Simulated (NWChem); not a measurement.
# O3S (sulfur trioxide) at HCTH/407/MIDI! (then freq 1)

We compute a geometry optimisation of O3S (sulfur trioxide). 

The results are computed with NWChem 7.3.0.

## (1) Starting point

O3S: 4 atoms, total charge 0, spin state singlet. SMILES: `O=S(=O)=O`. The start is not the relaxed shape. The run starts from this shape.

Bond lengths: O1–S2 1.412 Å, S2–O3 1.346 Å, S2–O4 1.374 Å. Angles: O1–S2–O3 124.5°, O1–S2–O4 113.0°, O3–S2–O4 122.2°.

## (2) A structure relaxation at HCTH/407/MIDI! (then freq 1)

Input file a.nw:

```
start a
title "O3S HCTH 407"
memory 2200 mb

geometry
  O    -1.120364   -0.626899    0.531307
  S     0.049418   -0.042613   -0.001297
  O     1.294319   -0.281927    0.450199
  O    -0.213154    0.908875   -0.957435
end

basis spherical
  * library "midi!"
end

dft
  xc hcth407
  grid fine
  convergence energy 1e-08
  mulliken
  noprint "final vectors analysis"
end

driver
  maxiter 60
  xyz a
end

freq
  temp 1 400
end

task dft optimize
task dft frequencies
```

Launch:

```bash
nwchem a.nw > a.out
```

What values should one expect? Wanted: total energy at the end; dipole moment; lowest harmonic wavenumber; highest harmonic wavenumber; zero-point energy.

Computed results:

Level: HCTH/407/MIDI! (then freq 1).

```
                   quantity          value
    total energy at the end  -620.52573 Eh
              dipole moment         0.00 D
 lowest harmonic wavenumber       413 cm⁻¹
highest harmonic wavenumber      1316 cm⁻¹
          zero-point energy    29.6 kJ/mol
```

What this shows: At the final geometry: Bond lengths: O1–S2 1.505 Å, S2–O3 1.505 Å, S2–O4 1.505 Å. Angles: O1–S2–O3 120.0°, O1–S2–O4 120.0°, O3–S2–O4 120.0°. The program took a symmetry number of 1 where this shape has 6, so the entropy in its output is too high by R ln(6/1) = 3.56 cal/(mol K). All 6 modes are real, so the shape is a minimum at this level. The optimisation took 7 steps and changed the energy by -2.014 eV.
